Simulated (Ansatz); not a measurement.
```yaml
crystal:
  periodic: [false, false, false]
  atoms:
    - {symbol: Sb, position_ang: [0.000043, -0.000019, -0.015387]}
    - {symbol: H, position_ang: [1.561151, 0.013396, 0.623914]}
    - {symbol: H, position_ang: [-0.794098, 1.347938, 0.615720]}
    - {symbol: H, position_ang: [-0.772225, -1.359049, 0.619109]}
basis:
  gaussian: {orbitals: def2-TZVP}
total_charge: 1
magnetization: {spin_polarized: true, initial_magnetization: 1}
hamiltonian: {xc: pbe0}
relax: {f_tol: 0.004, max_steps: 80}
```

```sh
$ ansatz run in.yaml --threads 1 --pin off --events-out ev --progress --plain --max-ram 2176MiB
```

Steps of the relaxation (energy above the last step; positions in Å, forces in eV/Å):

```
4
step 1, 27.4 meV
Sb    0.000    0.000   -0.015   -0.002    0.001    0.588
H     1.561    0.013    0.624   -0.027    0.000   -0.196
H    -0.794    1.348    0.616    0.015   -0.024   -0.196
H    -0.772   -1.359    0.619    0.014    0.024   -0.196
```

```
4
step 2, 22.7 meV
Sb    0.000    0.000    0.122    0.001    0.000   -0.216
H     1.624    0.014    0.578   -0.248   -0.002    0.071
H    -0.826    1.402    0.570    0.125   -0.214    0.073
H    -0.803   -1.414    0.573    0.122    0.216    0.072
```

```
4
step 3, 0.2 meV
Sb    0.000    0.000    0.065    0.000    0.000   -0.051
H     1.588    0.014    0.597    0.015    0.000    0.017
H    -0.808    1.371    0.589   -0.008    0.013    0.017
H    -0.785   -1.382    0.592   -0.008   -0.013    0.017
```

```
4
step 5, 0.0 meV
Sb    0.000    0.000    0.060    0.000    0.000    0.000
H     1.587    0.014    0.599    0.000    0.000    0.000
H    -0.807    1.370    0.591    0.000    0.000    0.000
H    -0.785   -1.382    0.594    0.000    0.000    0.000
```

Close pairs at the end: Sb1–H2 1.676 Å, Sb1–H3 1.676 Å, Sb1–H4 1.676 Å.

A stationary point of unrestricted PBE0 after 5 steps, with ⟨S²⟩ = 0.752 against 0.75 for a pure state; no frequencies were run, so it isn't proven a minimum. 5 s on 1 thread of AMD EPYC 9R45, shared host.
